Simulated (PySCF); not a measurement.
Theory: core-valence-separated Tamm–Dancoff BHandHLYP/aug-pcX-1 (pcseg-1 on H) in PySCF, non-relativistic, gas phase, PBE0-D3(BJ)/def2-SVP geometry. No empirical shift is added; at this level the pattern usually sits a few eV under experiment.

Main lines of an unknown, eV (oscillator strength): C K: 285.5 (0.036), 286.1 (0.082), 286.2 (0.092), 286.9 (0.010), 287.2 (0.018); F K: 685.4 (0.034), 686.3 (0.005), 686.9 (0.005). Listed: the first five lines at most of each edge with a tenth or more of its strongest line's intensity; roots within 0.03 eV on the same or equivalent atoms are summed. Only the lowest roots were sought, and the top ones are left out.

Task: Which candidate gives them?
A. `CC(C)(C)F`
B. `CC[C@H](C)F`

Result: A. 

- `CC(C)(C)F`: C K: 285.5 (0.036), 286.1 (0.082), 286.2 (0.092), 286.9 (0.010), 287.2 (0.018); F K: 685.4 (0.034), 686.3 (0.005), 686.9 (0.005). First C line listed at 285.5 eV, hole on the methyl carbon; first F line listed at 685.4 eV, hole on the alkyl fluorine.
- `CC[C@H](C)F`: C K: 285.4 (0.009), 285.4 (0.011), 285.6 (0.019), 286.0 (0.027), 286.1 (0.025); F K: 685.5 (0.029), 686.4 (0.009), 686.9 (0.004), 688.0 (0.004). First C line listed at 285.4 eV, hole on the methyl carbon; first F line listed at 685.5 eV, hole on the alkyl fluorine.

One conformer each; other structures than these candidates weren't tested.
